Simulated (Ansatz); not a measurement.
Total energies of BH$_{6}$NSi, SMILES `BN[SiH3]`.

Cartesian coordinates in Å:
```
B 1.4806 0.4502 -0.1855
N 0.4413 -0.4783 -0.0674
Si -1.2521 -0.1243 0.1620
H 1.2239 1.6188 -0.1286
H 2.6040 0.0644 -0.3409
H 0.6987 -1.4547 -0.1204
H -2.0550 -0.6864 -0.9562
H -1.3986 1.3475 0.2123
H -1.7428 -0.7372 1.4247
```

The species carries charge 0 and has multiplicity 1. The structure was optimised at the PBE0-D4/def2-TZVP level. Basis def2-TZVPP, the Gaussian-basis code of Ansatz.

RPA on PBE orbitals: Hartree–Fock energy of these orbitals -371.61902 Eh, correlation -0.80607 Eh (frozen core).

```json
{"functional": "LDA (SPW92)", "energy without D4 (Eh)": "-370.83352", "D4 term (kJ/mol)": "–"}
{"functional": "PBE", "energy without D4 (Eh)": "-372.50880", "D4 term (kJ/mol)": "-13.6"}
{"functional": "revPBE", "energy without D4 (Eh)": "-372.69432", "D4 term (kJ/mol)": "-44.3"}
{"functional": "BLYP", "energy without D4 (Eh)": "-372.74208", "D4 term (kJ/mol)": "-30.6"}
{"functional": "r2SCAN", "energy without D4 (Eh)": "-372.70529", "D4 term (kJ/mol)": "-3.2"}
{"functional": "B97M-V", "energy without D4 (Eh)": "-372.71196", "D4 term (kJ/mol)": "–"}
{"functional": "PBE0", "energy without D4 (Eh)": "-372.55513", "D4 term (kJ/mol)": "-11.3"}
{"functional": "B3LYP", "energy without D4 (Eh)": "-372.82282", "D4 term (kJ/mol)": "-22.0"}
{"functional": "r2SCANh", "energy without D4 (Eh)": "-372.70125", "D4 term (kJ/mol)": "-3.4"}
{"functional": "r2SCAN0", "energy without D4 (Eh)": "-372.69583", "D4 term (kJ/mol)": "-3.8"}
{"functional": "HSE06 (plane-wave form)", "energy without D4 (Eh)": "-372.54310", "D4 term (kJ/mol)": "-10.5"}
{"functional": "BHLYP", "energy without D4 (Eh)": "-372.74583", "D4 term (kJ/mol)": "-16.3"}
{"functional": "CAM-B3LYP", "energy without D4 (Eh)": "-372.75171", "D4 term (kJ/mol)": "-11.4"}
{"functional": "LC-ωPBE", "energy without D4 (Eh)": "-372.64163", "D4 term (kJ/mol)": "–"}
{"functional": "ωB97X-V", "energy without D4 (Eh)": "-372.71789", "D4 term (kJ/mol)": "–"}
{"functional": "ωB97M-V", "energy without D4 (Eh)": "-372.71586", "D4 term (kJ/mol)": "–"}
{"functional": "B2PLYP", "energy without D4 (Eh)": "-372.59254", "D4 term (kJ/mol)": "–"}
{"functional": "PBE-QIDH", "energy without D4 (Eh)": "-372.46178", "D4 term (kJ/mol)": "–"}
```

B3LYP takes the VWN-RPA correlation (the form of Gaussian; ORCA's B3LYP/G). HSE06 is the plane-wave form, built on full-range PBE exchange. The double hybrids freeze the cores in their second-order part.

LC-ωPBE has ω = 0.4 bohr⁻¹.
